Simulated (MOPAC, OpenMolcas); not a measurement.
## How methods differ on SiNH4F (SMILES N[SiH2]F)

The species is SiNH4F (7 atoms), meant as a singlet with charge 0. SMILES: `N[SiH2]F`. The shape is that of a PBE0-D4/def2-TZVP optimisation. This is one conformer, not always the lowest.

Quantity: the HOMO–LUMO gap, in eV. The values are calculated.

```tsv
level	kind	program	value (eV)
PM6	semi-empirical	MOPAC	11.19
HF/aug-cc-pVDZ	Hartree–Fock	OpenMolcas	12.71
SVWN5/aug-cc-pVDZ	LDA	OpenMolcas	5.95
BLYP/aug-cc-pVDZ	GGA	OpenMolcas	5.68
M06-L/aug-cc-pVDZ	meta-GGA	OpenMolcas	6.49
BHLYP/aug-cc-pVDZ	global hybrid	OpenMolcas	9.59
M06-2X/aug-cc-pVDZ	hybrid meta-GGA	OpenMolcas	9.35
B2PLYP/aug-cc-pVDZ	double hybrid	OpenMolcas	9.68
```

The values span 5.68 to 12.71 eV. Orbital gaps aren't excitation energies, and those of double hybrids come from the SCF part alone; they tend to grow with the share of exact exchange.
